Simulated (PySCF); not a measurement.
# Ionisation energy of O by level of theory

O [He] 2s2 2p4 (3P) → O⁺ [He] 2s2 2p3 (4S), as a difference of total energies. All numbers are calculated (PySCF 2.14, no relativity, point nucleus, in aug-cc-pwCVTZ (7s6p4d2f, 59 functions)). Correlated levels: valence: 1s2 frozen; valence and next inner shell: nothing frozen. The calculations carry no spin-orbit coupling.

| method | ionisation energy (eV) |
| --- | --- |
| UHF | 12.029 |
| LDA | 14.009 |
| PBE | 14.066 |
| PBE0 | 13.853 |
| r2SCAN | 13.721 |
| PBEsol | 13.843 |
| TPSSh | 13.954 |
| revPBE | 13.995 |
| wB97M-V | 13.791 |
| MP2 (valence) | 13.349 |
| SCS-MP2 (valence) | 13.458 |
| MP2 (valence and next inner shell) | 13.364 |
| SCS-MP2 (valence and next inner shell) | 13.463 |

Errors of the correlated levels include the incompleteness of this basis and the frozen core.

Which method comes closest to the reference value, and which is furthest?

The reference is 13.608 eV (measured; NIST levels, between the centres of gravity of the two terms). Closest: r2SCAN (error 0.113 eV); furthest: UHF (error -1.579 eV).
